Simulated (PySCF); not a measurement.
Species: HSiF (singlet state).
SMILES: `F[SiH]`

Method: PBE0-D3(BJ)/def2-TZVP geometry optimisation, gas phase in PySCF 2.14.0.

Take the most abundant isotopes and a rigid rotor. 

**Question.** Give the principal moments of inertia and the rotational constants in cm⁻¹.

**Answer.** Ia = 2.26, Ib = 30.14, Ic = 32.40 u·Å²; 505379 MHz·u·Å²/I gives 223818, 16766 and 15598 MHz, that is A = 7.46577, B = 0.55927, C = 0.52029 cm⁻¹.

**Question.** Classify the top.

**Answer.** A near-prolate asymmetric top: κ = (2 × 16766 − 223818 − 15598)/(223818 − 15598) = -0.99.

**Question.** Give the coordinates in the principal-axis frame, origin at the centre of mass.

**Answer.** The sense of each axis is arbitrary; atoms in the order of the calculation.
```tsv
atom	mass (u)	a (Å)	b (Å)	c (Å)
F1	18.998	0.978	-0.012	0.000
Si2	27.977	-0.633	0.061	0.000
H3	1.008	-0.873	-1.462	0.000
```

**Question.** Which types of transition are allowed, and where do some lines up to J = 4 fall?

**Answer.** The dipole components are |μa| = 0.95 D, |μb| = 0.14 D, |μc| = 0.00 D; the mirror of this Cs structure is the ab plane, so μc vanishes by symmetry and there are no c-type lines. The squared components, which scale the intensities, stand as 1.00 : 0.02 (a : b). Some lines, for components of 0.1 D or more:

```json
{"type": "a", "branch": "Q", "J(Ka,Kc)": "1(1,0) ← 1(1,1)", "MHz": "1168", "lower level (cm⁻¹)": "7.986"}
{"type": "a", "branch": "Q", "J(Ka,Kc)": "3(1,2) ← 3(1,3)", "MHz": "7011", "lower level (cm⁻¹)": "13.286"}
{"type": "a", "branch": "Q", "J(Ka,Kc)": "4(1,3) ← 4(1,4)", "MHz": "11685", "lower level (cm⁻¹)": "17.526"}
{"type": "a", "branch": "R", "J(Ka,Kc)": "2(1,2) ← 1(1,1)", "MHz": "63560", "lower level (cm⁻¹)": "7.986"}
{"type": "a", "branch": "R", "J(Ka,Kc)": "2(0,2) ← 1(0,1)", "MHz": "64724", "lower level (cm⁻¹)": "1.080"}
{"type": "a", "branch": "R", "J(Ka,Kc)": "2(1,1) ← 1(1,0)", "MHz": "65897", "lower level (cm⁻¹)": "8.025"}
{"type": "a", "branch": "R", "J(Ka,Kc)": "3(1,3) ← 2(1,2)", "MHz": "95337", "lower level (cm⁻¹)": "10.106"}
{"type": "a", "branch": "R", "J(Ka,Kc)": "3(0,3) ← 2(0,2)", "MHz": "97073", "lower level (cm⁻¹)": "3.239"}
{"type": "a", "branch": "R", "J(Ka,Kc)": "3(2,2) ← 2(2,1)", "MHz": "97093", "lower level (cm⁻¹)": "30.943"}
{"type": "a", "branch": "R", "J(Ka,Kc)": "4(1,4) ← 3(1,3)", "MHz": "127111", "lower level (cm⁻¹)": "13.286"}
{"type": "a", "branch": "R", "J(Ka,Kc)": "4(0,4) ← 3(0,3)", "MHz": "129408", "lower level (cm⁻¹)": "6.477"}
{"type": "a", "branch": "R", "J(Ka,Kc)": "4(3,1) ← 3(3,0)", "MHz": "129468", "lower level (cm⁻¹)": "68.811"}
{"type": "a", "branch": "R", "J(Ka,Kc)": "4(1,3) ← 3(1,2)", "MHz": "131785", "lower level (cm⁻¹)": "13.520"}
{"type": "b", "branch": "Q", "J(Ka,Kc)": "2(1,1) ← 2(0,2)", "MHz": "209394", "lower level (cm⁻¹)": "3.239"}
{"type": "b", "branch": "Q", "J(Ka,Kc)": "4(1,3) ← 4(0,4)", "MHz": "213539", "lower level (cm⁻¹)": "10.793"}
{"type": "b", "branch": "Q", "J(Ka,Kc)": "4(2,2) ← 4(1,3)", "MHz": "617149", "lower level (cm⁻¹)": "17.916"}
{"type": "b", "branch": "Q", "J(Ka,Kc)": "3(2,2) ← 3(1,3)", "MHz": "626416", "lower level (cm⁻¹)": "13.286"}
{"type": "b", "branch": "R", "J(Ka,Kc)": "3(2,1) ← 2(1,2)", "MHz": "721778", "lower level (cm⁻¹)": "10.106"}
{"type": "b", "branch": "R", "J(Ka,Kc)": "4(2,3) ← 3(1,2)", "MHz": "748859", "lower level (cm⁻¹)": "13.520"}
{"type": "b", "branch": "R", "J(Ka,Kc)": "4(2,2) ← 3(1,3)", "MHz": "755944", "lower level (cm⁻¹)": "13.286"}
{"type": "b", "branch": "Q", "J(Ka,Kc)": "3(3,0) ← 3(2,1)", "MHz": "1038158", "lower level (cm⁻¹)": "34.182"}
{"type": "b", "branch": "R", "J(Ka,Kc)": "3(3,1) ← 2(2,0)", "MHz": "1135271", "lower level (cm⁻¹)": "30.943"}
{"type": "b", "branch": "R", "J(Ka,Kc)": "3(3,0) ← 2(2,1)", "MHz": "1135276", "lower level (cm⁻¹)": "30.943"}
{"type": "b", "branch": "Q", "J(Ka,Kc)": "4(4,0) ← 4(3,1)", "MHz": "1453442", "lower level (cm⁻¹)": "73.130"}
```

PBE0-D3(BJ)/def2-TZVP frequencies: not computed here. These are rigid-rotor constants of the computed structure; measured ground-state constants (B0) also hold zero-point vibration.

The run took 3.1 s of wall time on one thread of an Intel Xeon 6975P-C, on a shared host, and the process peaked at 0.31 GiB of memory. This is the geometry optimisation.
